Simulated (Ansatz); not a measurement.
# AlBH2 (quintet): from Hartree-Fock to the top rungs, def2-QZVPP

An exercise on one series of results from a longer session: the logs are not shown, and one member is left open.

The runs use Ansatz 0.2.0, Gaussian basis; def2-QZVPP, core rule «outside noble gas», up to 6 orbitals frozen.

To be run: UHF; ROHF; CCSD(T) on UHF.

2 further runs of the same task are left out: 2 set aside as unsound or not needed.

## The geometry

The geometry is a PBE0/def2-TZVP stationary point (not a proven minimum) of the parent state, kept for this charge and spin.

4 atoms, charge 0, spin multiplicity 5.

Atoms are counted from 1 here; the program's logs count them from 0.

Bond lengths: B1–Al2 2.058 Å, B1–H3 1.195 Å, B1–H4 1.195 Å. Angles: Al2–B1–H3 115.6°, Al2–B1–H4 115.6°, H3–B1–H4 128.7°.

Geometry (Å):

```xyz
4

B     0.0000    0.0000    1.3689
Al    0.0000    0.0000   -0.6894
H     0.0000    1.0776    1.8859
H     0.0000   -1.0776    1.8859
```

Set-up of the first run:

The input, in.yaml:

```yaml
crystal:
  periodic: [false, false, false]
  atoms:
    - {symbol: B, position_ang: [0.000000, 0.000000, 1.368886]}
    - {symbol: Al, position_ang: [0.000000, 0.000000, -0.689391]}
    - {symbol: H, position_ang: [0.000000, 1.077612, 1.885924]}
    - {symbol: H, position_ang: [0.000000, -1.077612, 1.885924]}
basis:
  gaussian: {orbitals: "def2-QZVPP.json"}
magnetization: {spin_polarized: true, initial_magnetization: 4}
hamiltonian: {xc: hf}
output: {orbitals: {seedname: orbitals}}
```

Run with:

```sh
> ansatz run in.yaml --threads 1 --pin off --events-out ev --progress --plain --max-ram 2393MiB
```

Steps of the session up to this table: UHF; ROHF; CCSD(T) on UHF.

One table of the session follows, with a row left open; its other results are not shown here.

| method | from UCCSD(T) (kJ/mol) |
| --- | --- |
| ROHF | +396.2 |
| UHF | +391.2 |
| UMP2 | ? |
| UCCSD | +13.3 |
| UCCSD(T) | 0 |

Estimate the missing values for UMP2.

As computed: from UCCSD(T) (kJ/mol): +74.9. In the column «from UCCSD(T) (kJ/mol)» it lies between UCCSD (+13.3) and UHF (+391.2).
